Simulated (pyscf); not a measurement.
This saddle point was located with ωB97X-D3(BJ)/def2-SVP in PySCF.

```xyz
9

O     -1.7739    -0.0891    -0.4180
Si    -0.2346    -0.2346     0.1731
O     -0.2750    -1.8317     0.5721
F     -0.3528     1.5420     0.7500
F      0.8695     0.0799    -0.9549
H     -2.0796     0.7987    -0.6308
H     -1.0655    -2.2553     0.2132
Cl     1.2074     0.0562     2.0136
H      0.4621     1.2993     1.5404
```

Surface: singlet, charge 0. Lowest wavenumbers (cm⁻¹): 622i, 48, 222, 258, 295.

Which two sides does it connect, and which bonds change?

`[OH][Si]([OH])([F])[F]` + `[ClH]` ⇌ `[OH][Si]([OH])([F])[Cl]` + `[FH]`, a four-centre exchange read from left to right: F–Si, Cl–H broken and Cl–Si, F–H formed. At ωB97M-D3(BJ)/def2-TZVP it lies +1.65 eV from the left side and +1.07 eV from the right (each side as separated species at their lowest minima found). On the product side the descent ends in a complex, 0.30 eV under the separated species and 1.42 eV under the saddle at ωB97X-D3(BJ)/def2-TZVP. This is the saddle that the search found; another between the same sides may lie lower.
